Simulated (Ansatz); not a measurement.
Input file:

```yaml
crystal:
  periodic: [false, false, false]
  atoms:
    - {symbol: As, position_ang: [-0.001334, -0.002658, -0.030828]}
    - {symbol: H, position_ang: [1.257778, 0.011317, 0.823555]}
    - {symbol: H, position_ang: [-0.650373, 1.084144, 0.813649]}
    - {symbol: H, position_ang: [-0.508215, -0.897879, 0.654262]}
basis:
  gaussian: {orbitals: 6-31G}
magnetization: {spin_polarized: false}
correlation: {method: bccd_t, electrons: outside_noble_gas}
```

```sh
$ ansatz run in.yaml --threads 1 --pin off --events-out ev --progress --plain --max-ram 2393MiB
```

The program prints:

```
346 factors; integrals over basis functions are off by at most 6.6e-4 eV
mean field evaluation 1: about -60830.9442 eV, gradient 9.3e0 eV
mean field evaluation 2: about -60830.9878 eV, gradient 9.4e0 eV
mean field evaluation 4: about -60831.4203 eV, gradient 4.2e-1 eV
mean field evaluation 8: about -60831.4211 eV, gradient 2.7e-4 eV
mean field evaluation 16: about -60831.4211 eV, gradient 1.2e-6 eV
mean field -60831.42109669 eV, -2235.5134922851 hartree, gradient 1.2e-6 eV, S^2 0.000000; 0 other end points of the search recorded, 0 dependent functions left out
14 core orbitals not correlated: weight in the atoms' cores, before any rotation towards them, 0.998 or more for the frozen orbitals, at most 0.001 for the correlated occupied ones
reference -60831.42109669 eV, -2235.5134922851 hartree; 4, 4 occupied and 17, 17 virtual orbitals, 346 factors
second order -1.65606286 eV of doubles, -0.00000000 eV of singles
cycle   1  -2.03729793 eV  change   -3.8e-1 eV  update   5.0e-2
cycle   2  -2.21051319 eV  change   -1.7e-1 eV  update   2.0e-2
cycle   3  -2.21191614 eV  change   -1.4e-3 eV  update   3.8e-3
cycle   4  -2.21263691 eV  change   -7.2e-4 eV  update   8.1e-4
cycle   5  -2.21240774 eV  change    2.3e-4 eV  update   2.4e-4
cycle   6  -2.21239081 eV  change    1.7e-5 eV  update   6.9e-5
cycle   7  -2.21241177 eV  change   -2.1e-5 eV  update   1.3e-5
cycle   8  -2.21240579 eV  change    6.0e-6 eV  update   2.7e-6
perturbative correction -0.02206835 eV, -0.0008109968 hartree
Total energy: -60833.65557083 eV, -2235.5956076952 hartree
```

For the same geometry and basis full CI lies 6.4 meV lower.

Ran on 1 thread of Arm Neoverse V2, shared host: 0.36 s wall, 0.16 GiB peak host memory.
